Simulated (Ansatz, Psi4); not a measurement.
**SiH4 (silane): from total energies to a heat of formation**

SiH4 has 5 atoms, charge 0, and is taken as a singlet. As SMILES, `[SiH4]`. The coordinates come from a PBE0-D4/def2-TZVP relaxation.

Total energies at CC3/cc-pVTZ, 5 core orbitals frozen (Psi4 1.11); the atoms run unrestricted:

```tsv
species	state	energy (Eh)
SiH4	singlet	-291.437441
Si	triplet	-288.933095
H	doublet	-0.499810
```

Harmonic wavenumbers at PBE0-D4/def2-TZVP, in cm⁻¹: 907, 907, 907, 968, 968, 2236, 2246, 2246, 2246.

Measured heats of formation of the gaseous atoms at 298.15 K, in kJ/mol: Si 450.0, H 218.0. Spin-orbit lowering of the atoms at 298 K (mean of the ground term's levels less their thermal mean, from spectra), in kJ/mol: Si 0.44. Take 1 Eh = 2625.50 kJ/mol, 1 cm⁻¹ = 0.0119627 kJ/mol, RT = 2.479 kJ/mol.

Problem. What heat of formation follows?

Solution. 
1. Electronic atomisation energy: (-288.933095) + 4 × (-0.499810) − (-291.437441) = 0.505106 Eh = 1326.2 kJ/mol.
2. Zero-point energy: half the sum of the wavenumbers, 6815.5 cm⁻¹ = 81.5 kJ/mol.
3. Thermal vibrational enthalpy, Σ hcν̃/(exp(hcν̃/kT) − 1): 0.6 kJ/mol. Translation, rotation and pV of a non-linear molecule: 4 RT = 9.9 kJ/mol.
4. The 5 free atoms carry 5/2 RT each: 31.0 kJ/mol.
5. Spin-orbit coupling lowers the free atoms by 0.44 = 0.4 kJ/mol.
6. Atomisation enthalpy at 298 K: 1326.2 − 0.4 − 81.5 − 0.6 − 9.9 + 31.0 = 1264.8 kJ/mol.
7. Sum of the atoms' heats of formation: 1322.0 kJ/mol. Heat of formation: 1322.0 − 1264.8 = +57.2 kJ/mol.

The tabulated value is +34.3 kJ/mol (NIST-JANAF tables), so this level is off by +22.9 kJ/mol, or 1.8 % of the atomisation enthalpy that the table implies (1287.7 kJ/mol). Coupled cluster needs large bases for atomisation: in a finite one the molecule is underbound. Anharmonicity and any spin-orbit splitting of the molecule are left out, and cores are frozen in the wave-function part.
